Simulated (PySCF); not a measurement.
Nitrosyl chloride, ClNO.
Bonds: O1–N2 (double), N2–Cl3.

Method used: EOM-IP-CCSD/aug-cc-pVDZ in PySCF, restricted Hartree–Fock reference, 7 core orbitals frozen, non-relativistic, gas phase, PBE0-D3(BJ)/def2-SVP geometry.

Hartree–Fock orbital energies give these Koopmans values (eV): HOMO 11.74, HOMO-1 12.48, HOMO-2 12.49, HOMO-3 19.97, HOMO-4 20.92.

What vertical ionisation energies does EOM-IP-CCSD give?

```
leading hole (HF orbital)  Koopmans (eV)  EOM-IP-CCSD (eV)  change (eV)  one-hole share
                     HOMO          11.74             11.12        -0.62            0.96
                   HOMO-1          12.48             11.46        -1.02            0.95
                   HOMO-2          12.49             11.56        -0.93            0.95
                   HOMO-4          20.92             17.88        -3.04            0.82
                   HOMO-3          19.97             18.80        -1.17            0.85
```

Does the order of the lines follow the orbital energies?

No: the HOMO-4 hole (17.88 eV) falls below the HOMO-3 hole (18.80 eV). The corrections run from -3.04 to -0.62 eV, with a mean of -1.36 eV over the 5 lines; no line lies above its Koopmans value.

At what kinetic energies would He I light (21.22 eV) eject these electrons?

10.10 eV (HOMO), 9.76 eV (HOMO-1), 9.66 eV (HOMO-2), 3.34 eV (HOMO-4), 2.42 eV (HOMO-3).

What total energy has the lowest final state, and which wavelength reaches it?

E(CCSD) + ionisation energy = -589.26448 + 0.40862 = -588.85586 Eh, at the geometry of the initial state. The threshold wavelength is 1239.84 eV nm/11.12 eV = 111.5 nm.

Lines less than 0.15 eV apart could change places at a higher level. One root was sought for each valence orbital with −ε under 21 eV, eight at most, so deeper holes and satellites are missing; no vibrational structure.

Hardware: an Arm Neoverse V1 with one thread, shared host with 32 logical CPUs at a one-minute load of 13. Cost: 50 s of wall time, 0.45 GiB resident at most.
